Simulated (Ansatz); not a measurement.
**PF₂+ (triplet): from Hartree-Fock to the top rungs, def2-TZVPP**

An exercise on one series of results from a longer session: the logs are not shown, and one member is left open.

Method: def2-TZVPP, core rule «outside noble gas», up to 7 orbitals frozen; program: Ansatz 0.2.0, Gaussian basis.

The runs, in order: UHF; ROHF; CCSD(T) on UHF.

### What is computed

The geometry is a PBE0/def2-TZVP stationary point (not a proven minimum) of the parent state, kept for this charge and spin.

3 atoms, charge 1, spin multiplicity 3.

Atoms are counted from 1 here; the program's logs count them from 0.

Bond lengths: F1–P2 1.636 Å, P2–F3 1.636 Å. Angles: F1–P2–F3 180.0°.

Set-up of the first run:

in.yaml

```yaml
crystal:
  periodic: [false, false, false]
  atoms:
    - {symbol: F, position_ang: [0.000000, 0.000000, 1.635900]}
    - {symbol: P, position_ang: [0.000000, 0.000000, 0.000000]}
    - {symbol: F, position_ang: [0.000000, 0.000000, -1.635900]}
basis:
  gaussian: {orbitals: def2-TZVPP}
total_charge: 1
magnetization: {spin_polarized: true, initial_magnetization: 2}
hamiltonian: {xc: hf}
output: {orbitals: {seedname: orbitals}}
```

Command:

```sh
ansatz run in.yaml --threads 1 --pin off --events-out ev --progress --plain --max-ram 4096MiB --backend cpu
```

Steps of the session up to this table: UHF; ROHF; CCSD(T) on UHF.

One table of the session follows, with a row left open; its other results are not shown here.

It belongs to the step «Misses and costs». 

| method | from UCCSD(T) (kcal/mol) |
| --- | --- |
| ROHF | +406.38 |
| UHF | +398.93 |
| UMP2 | ? |
| UCCSD | +15.55 |
| UCCSD(T) | 0 |

Q: Estimate the row for UMP2 from the others.

As computed: from UCCSD(T) (kcal/mol): +20.51. In the column «from UCCSD(T) (kcal/mol)» it lies between UCCSD (+15.55) and UHF (+398.93).
